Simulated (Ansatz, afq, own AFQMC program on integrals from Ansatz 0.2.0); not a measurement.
**Ti, triplet → Ti, quintet**

A free Ti atom.

E(quintet, charge +0) − E(triplet, charge +0) at this geometry, on UHF and UHF determinants.

Basis def2-TZVPP. Noble-gas cores (and the filled d shells of Ga–Kr and In–Xe) are frozen. Ansatz 0.2.0 and our own AFQMC program on the same integrals; the CISD trial comes from CCSD amplitudes, and released means the phaseless constraint is let go. Uncertainties: one standard error, sampling alone. The metal's outer-core s and p shells are frozen, which shifts wave-function levels against functionals. The errors of all members are added in quadrature.

No full CI on the walks' own integrals is used here; CCSDT(Q) serves as the reference and is uncertain by about the last step of the cluster series. Each member takes its own surest rung, up to full CI.

Errors are counted within def2-TZVPP, not against nature.

Cautions: no relativity below Rb; outer-core shells of the metal frozen; Ti (triplet): the released energies have errors that jump between times, so the bars are unsure, so no released level is given (meV from the phaseless value at times in 1/Eh: -2.0 ± 1.2 at 0.24, -6.8 ± 1.2 at 0.50, -69 ± 58 at 1.00, -9.2 ± 2.2 at 1.50), its ph-AFQMC/CISD value lies 17.5 ± 0.5 meV above CCSDT(Q); Ti (quintet): another spin lies lower.

Reference (CCSDT(Q)): 0.971 eV.

```csv
level,vertical spin gap (eV),error against CCSDT(Q) (eV)
HF,0.585,-0.387
MP2,0.813,-0.158
CCSD,0.939,-0.033
CCSD(T),0.962,-0.010
CCSDT,0.971,-0.001
ph-AFQMC/HF,0.968 ± 0.017,-0.004 ± 0.017
```

Correlation beyond CCSD(T) adds 0.010 eV. The perturbative (T) step is worth +0.023 eV.

A walk keeps the symmetry of its determinant, which the program's search chose and which needn't be the lowest solution, so a lower state of the same spin and another symmetry isn't excluded.
